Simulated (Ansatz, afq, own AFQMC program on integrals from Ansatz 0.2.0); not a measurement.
## Where AFQMC and coupled cluster stand for CH$_{3}$N⁺, doublet

```xyz
5

N     0.0000    0.0582    0.5542
C     0.0000   -0.1584   -0.7297
H     0.0000    0.9667    1.0152
H     0.0000   -0.7270    1.1922
H     0.0000    0.8384   -1.2134
```

Connectivity, by distances: NH2–CH.

Basis cc-pVDZ. Noble-gas cores (and the filled d shells of Ga–Kr and In–Xe) are frozen. Integrals, coupled cluster, full CI and functionals: Ansatz 0.2.0; the random walks run on the same integrals in our own AFQMC program. ph-AFQMC/CISD is guided by a CISD state made of CCSD amplitudes; releasing the constraint for a short imaginary time cuts its bias at the price of noise, slowly where states lie close. ± is one standard error of the sampling.

Determinant: UHF, the one that the program's search chose, which needn't be the lowest solution. The geometry is a PBE0/def2-TZVP stationary point of this or a neighbouring charge and spin state.

No full CI on the walks' own integrals is used here; CCSDT(Q) serves as the reference and is uncertain by about the last step of the cluster series.

Cautions: unrestricted determinant spin contaminated (⟨S²⟩ 0.87 against 0.75).

The T1 diagnostic is 0.0331. The weight of the determinant in the CISD state is 0.874 and the ⟨S²⟩ of the determinant is 0.869. The size of the correlated space is 11 electrons in 41 orbitals.

| level | correlation energy (eV) |
| --- | --- |
| MP2 | -7.0038 |
| CCSD | -7.8162 |
| CCSD(T) | -8.0652 |

Question: Estimate where phaseless AFQMC with the Hartree–Fock trial lies against CCSD(T) on the same integrals.

Answer: 2.89 ± 0.61 kcal/mol below CCSD(T).

Reference: CCSDT(Q), correlation energy -8.117 eV. The released energy is read at 2.40 1/Eh (meV from the phaseless value at times in 1/Eh: -5 ± 5 at 0.24, -10 ± 4 at 0.51, -6 ± 3 at 0.99, -13 ± 6 at 1.62, -17 ± 7 at 2.40).

| level | E − E(reference) (kcal/mol) | share of correlation (%) |
| --- | --- | --- |
| CCSD(T) | 1.20 | 99.36 |
| CCSDT | 0.47 | 99.75 |
| ph-AFQMC/HF | -1.69 ± 0.61 | 100.90 |
| ph-AFQMC/CISD | 0.31 ± 0.11 | 99.83 |
| released AFQMC | -0.08 ± 0.15 | 100.04 |

A walk keeps the symmetry of its determinant, which the program's search chose and which needn't be the lowest solution, so a lower state of the same spin and another symmetry isn't excluded. Released energies are given only where the last usable release times agree within the noise; a slower fall can still hide under it.
